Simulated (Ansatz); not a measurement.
A run of Ansatz (development build ahead of 0.2.0) on doublet S₂(+) at this shape:

```json
{"atom": "S", "x (Å)": "0.0000", "y (Å)": "0.0000", "z (Å)": "0.0000"}
{"atom": "S", "x (Å)": "0.0000", "y (Å)": "0.0000", "z (Å)": "1.8250"}
```

Its results:

| Property | Result |
| --- | --- |
| Converged | yes |
| Reference energy | -794.44946 hartree |
| Correlation energy | -0.28941 hartree |
| Total energy | -794.73888 hartree |
| Stability test | minimum among restricted orbitals |

Which input gives this output? Name the method, the orbitals and the basis set, and write the input.

ROHF-CCSD(T) in def2-SVP.

```yaml
crystal:
  periodic: [false, false, false]
  atoms:
    - { symbol: S, position_ang: [0.0, 0.0, 0.0] }
    - { symbol: S, position_ang: [0.0, 0.0, 1.825] }
basis:
  gaussian: { orbitals: def2-SVP }
total_charge: 1
magnetization:
  initial_magnetization: 1
hamiltonian:
  xc: hf
correlation:
  method: ccsd_t
  frozen_orbitals: { S: 5 }
```
